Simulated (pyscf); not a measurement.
NH₃ + HN=Sn(NH₂)–NH₂ -> H₂N–Sn(NH₂)(NH₂)–NH₂ (addition across a multiple bond or ene-type step; singlet surface; H–N broken, N–Sn, H–N formed). Optimised with ωB97X-D3(BJ)/def2-SVP in PySCF. Energies in kcal/mol from the separated reactants.

```tsv
level	barrier	reaction energy
ωB97X-D3(BJ)/def2-TZVP	-10.6	-58.0
PBE/def2-TZVP	-6.9	-44.9
r²SCAN/def2-TZVP	(withheld)	-50.6
B3LYP-D3(BJ)/def2-TZVP	(withheld)	(withheld)
PBE0-D3(BJ)/def2-TZVP	-10.6	-53.5
M06-2X/def2-TZVP	-12.3	-58.5
```

Q: What belongs in the gaps?

A: 
- r²SCAN/def2-TZVP, barrier: -9.0
- B3LYP-D3(BJ)/def2-TZVP, barrier: -6.6
- B3LYP-D3(BJ)/def2-TZVP, reaction energy: -50.2

On the reactant side the descent ends in an adduct with a N–Sn contact, 19.3 kcal/mol under the separated species and 8.7 kcal/mol under the saddle at ωB97X-D3(BJ)/def2-TZVP. At ωB97X-D3(BJ)/def2-TZVP, PBE, r²SCAN, B3LYP-D3(BJ), PBE0-D3(BJ), M06-2X the saddle lies under the separated reactants, which points to a path from their complex (located at ωB97X-D3(BJ) alone). What is counted as formed (N–Sn) is already present as a longer contact in the reactant adduct; forming that adduct is a step of its own. This is the saddle that the search found; another between the same sides may lie lower. Elements past Kr carry the def2 core potentials, without spin-orbit coupling.
